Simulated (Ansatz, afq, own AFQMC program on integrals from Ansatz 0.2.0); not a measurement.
## Atomization energy of C2H8OSi, singlet

```yaml
atoms:
  - { symbol: C, position_ang: [-1.4715, -0.3196, -0.1298] }
  - { symbol: C, position_ang: [-0.1944, -0.5987, 0.6594] }
  - { symbol: Si, position_ang: [1.3614, 0.1397, -0.0929] }
  - { symbol: O, position_ang: [1.2692, 1.8039, -0.2264] }
  - { symbol: H, position_ang: [-1.4187, -0.7345, -1.1498] }
  - { symbol: H, position_ang: [-1.6546, 0.7631, -0.2248] }
  - { symbol: H, position_ang: [-2.3598, -0.7558, 0.3534] }
  - { symbol: H, position_ang: [-0.2846, -0.2118, 1.6897] }
  - { symbol: H, position_ang: [-0.0284, -1.6867, 0.7608] }
  - { symbol: H, position_ang: [1.5882, -0.4736, -1.4450] }
  - { symbol: H, position_ang: [2.5345, -0.1327, 0.7850] }
  - { symbol: H, position_ang: [0.7355, 2.1515, -0.9456] }
```

Atoms in their ground-state spins without spin–orbit coupling (mostly on UHF) minus the molecule (RHF), without zero-point energy. The geometry is a stationary point, not shown to be a minimum.

Basis def2-TZVP. Noble-gas cores (and the filled d shells of Ga–Kr and In–Xe) are frozen. Integrals, coupled cluster, full CI and functionals: Ansatz 0.2.0; the random walks run on the same integrals in our own AFQMC program. ph-AFQMC/CISD is guided by a CISD state made of CCSD amplitudes; releasing the constraint for a short imaginary time cuts its bias at the price of noise, slowly where states lie close. Error bars are statistical, one sigma. The errors of all members are added in quadrature.

No full CI on the walks' own integrals is used here. The released AFQMC energy serves as the reference, which it does only where one determinant dominates, the energy is flat over the last release times and near the phaseless one (40 meV or 2 meV an electron, half that with transition metals). On small molecules, where full CI could be run and the noise was under 10 meV, such values lay within 10 meV of it in 19 cases of 20, a flattering rate, since the rule was set on those same cases; what remains of the bias isn't in the error bar. Each member takes its own surest rung, up to full CI.

The best estimate is CCSD(T) at the basis-set limit (CBS: def2-TZVPP and def2-QZVPP, with their diffuse functions for anions and beside diffuse sets, CCSD(T) itself extrapolated) plus the step from CCSD(T) to AFQMC with the constraint released in def2-TZVP. Rows without CBS are in def2-TZVP; B2PLYP and the wave-function rows carry a basis error of their own. Core correlation and relativity beyond core potentials are missing, and ± holds the sampling alone.

Cautions: C₂H₈OSi (singlet): the released value is read at 0.90 1/Eh with a noise of 19 meV, more than in the cases checked (meV from the phaseless value at times in 1/Eh: -9 ± 10 at 0.21, 2 ± 21 at 0.42, -3 ± 15 at 0.63, -20 ± 19 at 0.90).

| level | atomization energy (eV) |
| --- | --- |
| B2PLYP | 45.155 |
| MP2 | 44.565 |
| PBE0 | 45.460 |

From these cheaper values, estimate the atomization energy at the level of the best estimate.

46.004 ± 0.019 eV (best estimate, highest rung released AFQMC).

```csv
level,atomization energy (eV),error against the best estimate (eV)
HF,34.408,-11.595 ± 0.019
CCSD,43.797,-2.206 ± 0.019
CCSD(T),44.253,-1.750 ± 0.019
ph-AFQMC/CISD,44.279 ± 0.012,-1.724 ± 0.022
released AFQMC,44.292 ± 0.020,-1.712
HF/CBS,34.579,-11.424 ± 0.019
MP2/CBS,46.372,0.369 ± 0.019
CCSD(T)/CBS,45.981,-0.022 ± 0.019
PBE,45.931,-0.073 ± 0.019
r2SCAN,45.755,-0.248 ± 0.019
B3LYP,45.433,-0.571 ± 0.019
wB97M-V,45.888,-0.115 ± 0.019
```

Correlation beyond CCSD(T) changes it by less than twice the noise. Going to the basis-set limit adds 1.728 eV at CCSD(T). The perturbative (T) step is worth +0.456 eV. The functionals spread over 0.776 eV; PBE and wB97M-V come nearest and B2PLYP is 0.849 eV too low.

Best estimates are given only where the step beyond CCSD(T) is under 0.3 eV and no member's determinant is very poor (T1 over 0.05, or 0.07 for open shells, ⟨S²⟩ too high by 0.3, two states mixed), so the hardest cases are missing from such tables.

The functionals ran in a triple-zeta set and keep a basis error of their own, a few kJ/mol for each bond in atomization energies and more for double hybrids, so close places among them and the extrapolated levels can swap.

Each member of a difference takes its own highest rung, so a best estimate needn't equal the limit plus the step of one row. Released energies are given only where the last usable release times agree within the noise; a slower fall can still hide under it.
